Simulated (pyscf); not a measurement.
A first-order saddle from PySCF, ωB97X-D3(BJ)/def2-SVP:

```xyz
7

V     -1.0304    -0.3861    -0.1075
Cl    -0.3199     1.3157     1.5673
Cl    -0.4896    -1.6198    -1.7655
Cl    -2.6036     0.8718    -0.7906
Cl    -1.6682    -1.7053     1.4344
H      0.5882     0.0071    -0.3355
H      0.4630     0.6808     0.4984
```
Charge 0, spin multiplicity 2.

Surface: doublet, charge 0. Lowest wavenumbers (cm⁻¹): 506i, 99, 108, 135, 146.

Which two sides does it connect, and which bonds change?

[Cl–V(Cl)(Cl)–Cl]• (SMILES [Cl][V]([Cl])([Cl])[Cl]) + H₂ (SMILES [H][H]) ⇌ [Cl–VH(Cl)–Cl]• (SMILES [Cl][VH]([Cl])[Cl]) + HCl (SMILES Cl), a four-centre exchange read from left to right: Cl–V, H–H broken and H–V, Cl–H formed. At ωB97M-D3(BJ)/def2-TZVP it lies +1.47 eV from the left side and +0.38 eV from the right (each side as separated species at their lowest minima found). On the product side the descent ends in an adduct with a Cl–V contact (not fully relaxed), 0.15 eV under the separated species and 0.35 eV under the saddle at ωB97X-D3(BJ)/def2-TZVP. What is counted as broken (Cl–V) persists as a longer contact in the product adduct; parting that adduct is a step of its own. At the saddle there is also a short H–V contact that neither side keeps. This is the saddle that the search found; another between the same sides may lie lower. Open-shell species with a d-block atom are single-reference here; other states, and whether the spin sits on metal or ligand, were not checked.
